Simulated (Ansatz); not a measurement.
Energy needed to pull apart Si2H2, closed shell, into free ground-state atoms, from the structure below (displaced at random from its PBE0-D4/def2-TZVP minimum); no zero-point or spin–orbit terms; open-shell atoms are treated unrestricted, in their ground-state multiplicity.

Si1  (0.249, 0.224, 1.166)
Si2  (-0.778, -0.320, -0.667)
H3  (0.647, -0.809, -0.129)
H4  (0.120, 1.139, -0.483)
(Å)

Ansatz 0.2.0; basis: def2-TZVPP; cores frozen in the correlated methods.

```json
{"method": "PBE-D4", "atomization energy (kJ/mol)": "972"}
{"method": "r2SCAN-D4", "atomization energy (kJ/mol)": "959"}
{"method": "PBE0-D4", "atomization energy (kJ/mol)": "?"}
{"method": "wB97M-V", "atomization energy (kJ/mol)": "975"}
{"method": "HF", "atomization energy (kJ/mol)": "?"}
{"method": "MP2", "atomization energy (kJ/mol)": "912"}
{"method": "CCSD", "atomization energy (kJ/mol)": "902"}
{"method": "CCSD(T)", "atomization energy (kJ/mol)": "926"}
```

(1) What does PBE0-D4 give? (An estimate is asked for; the value comes from the calculation.)

(2) What does HF give? (Judge from chemistry; the value comes from the calculation.)

T1 diagnostic: at most 0.019.

## Answers

(1) By the calculation: 952 kJ/mol, which is about 26 kJ/mol more than CCSD(T)/def2-TZVPP.

(2) The calculation gives: 618 kJ/mol, which is about 308 kJ/mol less than CCSD(T)/def2-TZVPP.

In triple zeta the MP2 and coupled-cluster atomization energies are still short of their basis limit by a few kcal/mol a bond, whereas those of the functionals are nearly converged, so these differences are not deviations from converged CCSD(T).

For scale, one of the runs: CCSD(T)/def2-TZVPP forces, 112 basis functions (an equivalent command: `ansatz run in.yaml --threads 2`). Time: 6.5 s of wall clock on 2 CPU threads; the host was shared. Peak host memory: 0.67 GiB.
